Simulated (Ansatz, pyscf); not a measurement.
`[BH]=[NH]` + `[OH2]` → `[NH2][BH][OH]`, an addition across a multiple bond or ene-type step on the singlet surface: H–O broken, B–O, H–N formed. PySCF, gas phase, ωB97X-D3(BJ)/def2-SVP geometries. Wave-function energies: Ansatz (a first-principles code), frozen core, RHF or UHF references. In kJ/mol, from the separated reactants.

Cost: rough CPU time of the saddle's run relative to CCSD(T)/cc-pV(D+d)Z, from one job on a shared machine, with the HF step and its search for lower states.

| level | barrier | reaction energy | cost |
|---|---|---|---|
| M06-2X/def2-TZVP | 12.71 | -270.76 | – |
| r²SCAN/def2-TZVP | 2.89 | -273.05 | – |
| CCSD(T)/cc-pV(D+d)Z | 17.55 | -257.96 | 1 |
| CCSDT(Q)/cc-pV(D+d)Z | [?] | [?] | 100 |
| CCSD(T)/cc-pV(T+d)Z | 22.05 | -258.48 | 9 |
| CCSD(T)/cc-pV(Q+d)Z | [?] | -254.49 | – |

**Question.** What belongs in the gaps?

**Answer.** 
- CCSDT(Q)/cc-pV(D+d)Z, barrier: 17.37
- CCSDT(Q)/cc-pV(D+d)Z, reaction energy: -256.90
- CCSD(T)/cc-pV(Q+d)Z, barrier: 27.35

In cc-pV(D+d)Z, going from CCSD(T) to CCSDT(Q) shifts the barrier by -0.18 and the reaction energy by +1.06 kJ/mol. With HF in the quadruple-zeta basis and the correlation energy extrapolated as X⁻³ from X = 3, 4, CCSD(T) gives 28.07 and -254.32; adding the double-zeta shift gives ΔE‡ = 27.89 and ΔE = -253.26 kJ/mol, without core correlation, relativity or geometry relaxation at these levels. On the reactant side the descent ends in an adduct with a B–O contact, 4.50 kJ/mol over the separated species and 12.84 kJ/mol under the saddle at ωB97X-D3(BJ)/def2-TZVP. What is counted as formed (B–O) is already present as a longer contact in the reactant adduct; forming that adduct is a step of its own. At ωB97X-D3(BJ)/def2-TZVP the barrier from the zero used here is 17.34 kJ/mol. This is the saddle that the search found; another between the same sides may lie lower.
